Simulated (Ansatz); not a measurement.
C₆H₁₂ (`C=CCCCC`). Charge 0, multiplicity 1. All single points use the PBE0-D4/def2-TZVP geometry. It is one conformer, not always the lowest.

```xyz
18

C     0.407    1.057    2.220
C    -0.296    0.032    1.761
C    -1.173    0.056    0.554
C    -0.768   -0.981   -0.495
C     0.638   -0.799   -1.053
C     0.841    0.513   -1.792
H     1.027    0.972    3.105
H     0.382    2.025    1.728
H    -0.236   -0.922    2.285
H    -1.173    1.061    0.121
H    -2.206   -0.149    0.859
H    -1.492   -0.949   -1.317
H    -0.852   -1.980   -0.052
H     1.363   -0.870   -0.235
H     0.855   -1.633   -1.728
H     0.110    0.629   -2.599
H     1.837    0.565   -2.237
H     0.738    1.373   -1.125
```

Q: What is the dipole moment at ωB97M-V/def2-TZVPP? (Best estimate.)

A: Ansatz gave: 0.39 D, with components (-0.17, -0.27, -0.23) D in this frame, pointing from negative to positive charge.

Q: And with PBE, r2SCAN, B3LYP? (An estimate is asked.)

A: Computed: PBE 0.42 D, r2SCAN 0.43 D, B3LYP 0.41 D.

Q: Give the Mulliken charges with ωB97M-V, r2SCAN, PBE in def2-TZVPP. (Estimate.)

A: The calculation gave: 
| atom | ωB97M-V | r2SCAN | PBE |
| --- | --- | --- | --- |
| C1 | -0.21 | -0.20 | -0.20 |
| C2 | -0.13 | -0.12 | -0.14 |
| C3 | -0.17 | 0.03 | -0.04 |
| C4 | -0.18 | -0.01 | -0.10 |
| C5 | -0.16 | 0.00 | -0.07 |
| C6 | -0.31 | -0.16 | -0.26 |
| H7 | 0.10 | 0.08 | 0.09 |
| H8 | 0.08 | 0.06 | 0.07 |
| H9 | 0.11 | 0.07 | 0.08 |
| H10 | 0.09 | 0.02 | 0.05 |
| H11 | 0.11 | 0.03 | 0.07 |
| H12 | 0.10 | 0.02 | 0.05 |
| H13 | 0.10 | 0.02 | 0.06 |
| H14 | 0.09 | 0.02 | 0.05 |
| H15 | 0.09 | 0.01 | 0.06 |
| H16 | 0.10 | 0.04 | 0.07 |
| H17 | 0.11 | 0.04 | 0.08 |
| H18 | 0.10 | 0.04 | 0.08 |

B3LYP here is the variant with VWN-RPA as its local correlation; programs differ in this.
